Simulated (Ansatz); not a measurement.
The end point of a relaxation of BP. Space group F-43m (No. 216), zinc blende type. Level of theory: r2SCAN (plane waves to 500 eV, PAW, scalar-relativistic; Ansatz, an electronic-structure program).

Space group F-43m (No. 216); a = b = c = 4.537 Å, α = β = γ = 90.00°

| atom | site | symmetry | x | y | z |
|---|---|---|---|---|---|
| P | 4a | -43m | 0.0000 | 0.0000 | 0.0000 |
| B | 4c | -43m | 0.2500 | 0.2500 | 0.2500 |
(The calculation used a cell of 2 atoms; values per cell refer to that cell.)

Task: What is the computed band gap (r2SCAN)?

Result: 1.41 eV, indirect (valence top at Γ, conduction bottom at 83 % of the way from Γ to X) (no spin-orbit coupling).

Task: What is the computed smallest direct gap (r2SCAN)?

Result: 3.60 eV at Γ.

No spin polarisation in the result.

Measured for BP: a 4.525 Å (static lattice; corrected from measurement; as listed in Daniel Mejia-Rodriguez, S. B. Trickey, Phys. Rev. B (2018)); gap 2 eV (room temperature; as listed in arXiv:1206.3780). Computed minus measured — a: r2SCAN +0.3 %; gap: r2SCAN -0.59 eV. The computed values are for a static lattice, and a measured gap can be an optical one, lowered by exciton binding.

The run could not lose the symmetry of its start; a randomly shaken copy of 4 atoms returns to this structure.
